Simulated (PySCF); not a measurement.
Running PySCF for LiF

Input:

```python
from pyscf import gto, dft

mol = gto.M(
    atom='Li 0 0 0; F 0 0 1.679',
    basis='3-21g',
    charge=0,
    spin=0,
    verbose=3,
)
mf = dft.RKS(mol, xc='wb97x')
mf.kernel()
mf.analyze()
print('orbital energies (hartree):', mf.mo_energy[..., max(0, mol.nelec[1]-3):mol.nelec[0]+3].round(4))
```

```bash
$ OMP_NUM_THREADS=1 python input.py
```

Output:

```
converged SCF energy = -106.790906174345
**** MO energy ****
MO #1   energy= -24.418143244342   occ= 2
MO #2   energy= -2.08585179199006  occ= 2
MO #3   energy= -1.06673642001686  occ= 2
MO #4   energy= -0.346558041368615 occ= 2
MO #5   energy= -0.326542482089485 occ= 2
MO #6   energy= -0.326542482089478 occ= 2
MO #7   energy= -0.000363848322023852 occ= 0
MO #8   energy= 0.0664883970921921 occ= 0
MO #9   energy= 0.066488397092197  occ= 0
MO #10  energy= 0.115058233563034  occ= 0
MO #11  energy= 0.193189253327445  occ= 0
MO #12  energy= 0.229119856119641  occ= 0
MO #13  energy= 0.229119856119647  occ= 0
MO #14  energy= 0.385342014366733  occ= 0
MO #15  energy= 2.13316506597872   occ= 0
MO #16  energy= 2.13316506597873   occ= 0
MO #17  energy= 2.20268535034416   occ= 0
MO #18  energy= 3.51822965827562   occ= 0
 ** Mulliken atomic charges  **
charge of    0Li =      0.67419
charge of    1F =     -0.67419
Dipole moment(X, Y, Z, Debye):  0.00000,  0.00000, -5.58786
orbital energies (hartree): [-0.3466 -0.3265 -0.3265 -0.0004  0.0665  0.0665]
```

In short: E(SCF) = -106.790906 Eh, μz(SCF) = -5.59 D.

Hardware: Arm Neoverse V1, 1 thread, shared host. Wall time 1.2 s.

The basis is very small, so the numbers show the basis as much as the system. Stability towards an unrestricted solution was not tested. The bond length is a typed value, not an optimised one.
